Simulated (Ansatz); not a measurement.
One change: `C[Si]F` becomes `F[Si]S`.

Ansatz, PBE0-D4/def2-TZVP geometries, multiplicity 1. Each molecule was computed in one conformer, which needn't be the lowest.

```tsv
property	`C[Si]F`
size of the dipole moment (B3LYP/def2-TZVPP) / D	1.52
zero-point energy (PBE0-D4/def2-TZVP) / kJ/mol	98.4
HOMO–LUMO gap (PBE0/def2-TZVPP) / eV	4.49
HOMO energy (B3LYP/def2-TZVPP) / eV	-6.44
HOMO–LUMO gap (PBE/def2-TZVPP) / eV	2.53
size of the dipole moment (ωB97M-V/def2-TZVPP) / D	1.49
```

(1) Give the same properties after the change, and the shifts. (Estimate.)

Answers

(1) Computed: 
```tsv
property	`F[Si]S`	shift
size of the dipole moment (B3LYP/def2-TZVPP) / D	0.11	-1.41
zero-point energy (PBE0-D4/def2-TZVP) / kJ/mol	31.5	-66.9
HOMO–LUMO gap (PBE0/def2-TZVPP) / eV	5.18	0.69
HOMO energy (B3LYP/def2-TZVPP) / eV	-7.18	-0.74
HOMO–LUMO gap (PBE/def2-TZVPP) / eV	3.30	0.77
size of the dipole moment (ωB97M-V/def2-TZVPP) / D	0.08	-1.41
```

With PBE0 the HOMO falls by 0.76 eV and the LUMO falls by 0.08 eV, so the gap widens by about 0.68 eV. PBE moves the HOMO by -0.77 eV and ωB97M-V by -0.71 eV. The zero-point energy changes by -66.9 kJ/mol with -6 modes. Dipoles are sizes alone; their direction can turn.

B3LYP here is the variant with VWN-RPA as its local correlation; programs differ in this.
